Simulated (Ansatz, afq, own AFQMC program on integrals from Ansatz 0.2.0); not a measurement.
AlNH3, quartet in cc-pVTZ, levels against CCSDT(Q)

```tsv
atom	x (Å)	y (Å)	z (Å)
Al	-1.0614	0.0000	0.0000
H	-1.8544	1.3734	0.0000
H	-1.8544	-1.3734	0.0000
H	0.7226	0.0000	0.0000
N	2.2596	0.0000	0.0000
```

Connectivity, by distances: AlH3 ··· N.

Basis cc-pVTZ. Noble-gas cores (and the filled d shells of Ga–Kr and In–Xe) are frozen. Ansatz 0.2.0 and our own AFQMC program on the same integrals; the CISD trial comes from CCSD amplitudes, and released means the phaseless constraint is let go. Uncertainties: one standard error, sampling alone.

Determinant: UHF, the one that the program's search chose, which needn't be the lowest solution. The geometry is a point of a scan.

No full CI on the walks' own integrals is used here; CCSDT(Q) serves as the reference and is uncertain by about the last step of the cluster series.

Cautions: lower spins were not checked.

```
T1 diagnostic                               : 0.0176
weight of the determinant in the CISD state : 0.886
⟨S²⟩ of the determinant                     : 3.786
size of the correlated space                : 11 electrons in 100 orbitals
```

```
  level  correlation energy (eV)
    MP2                  -5.5160
   CCSD                  -6.6378
CCSD(T)                  -6.7967
```

Task: Estimate where phaseless AFQMC with a CISD trial lies against CCSD(T) on the same integrals.

Result: 3.6 ± 0.5 kJ/mol below CCSD(T).

Reference: CCSDT(Q), correlation energy -6.833 eV. The released energy is read at 2.40 1/Eh (meV from the phaseless value at times in 1/Eh: 2 ± 5 at 0.24, -4 ± 6 at 0.51, -8 ± 4 at 0.99, -11 ± 7 at 1.62, -9 ± 6 at 2.40).

```csv
level,E − E(reference) (kJ/mol),share of correlation (%)
CCSD(T),3.5,99.47
CCSDT,0.5,99.92
ph-AFQMC/CISD,0.0 ± 0.5,100.01
released AFQMC,-0.9 ± 0.6,100.14
```

A walk keeps the symmetry of its determinant, which the program's search chose and which needn't be the lowest solution, so a lower state of the same spin and another symmetry isn't excluded. Released energies are given only where the last usable release times agree within the noise; a slower fall can still hide under it.
